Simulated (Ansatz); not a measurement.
Reaction (SMILES): C=C=O → [CH-]=C=O + H+
B3LYP-D3(BJ)/def2-TZVP geometries, fixed; electronic energies without zero-point terms.

Effect of the final integration grid (spheres per factor e of radius in core and valence, angular degree) at PBE0/aug-cc-pVTZ with Ansatz (a program for electronic structure), against the last row, where the deprotonation energy is 373.76 kcal/mol. The default's grid is 13, 11, 36.

```csv
setting,largest shift of a total energy (mEh),shift of the deprotonation energy (kcal/mol)
accuracy: medium (default),0.000,-0.001
"final_grid: 4, 3, 11",0.551,-0.038
"final_grid: 6, 5, 17",0.028,0.024
"final_grid: 8, 7, 23",0.011,0.005
"final_grid: 10, 9, 29",-0.002,0.001
"final_grid: 18, 15, 47",0.000,0.000
"final_grid: 26, 22, 59",0.000,0.000
```

Within 0.02 kcal/mol in the deprotonation energy: accuracy: medium (default); final_grid: 8, 7, 23; final_grid: 10, 9, 29; final_grid: 18, 15, 47. The largest shift is 0.551 mEh in a total energy and 0.038 kcal/mol in the difference.
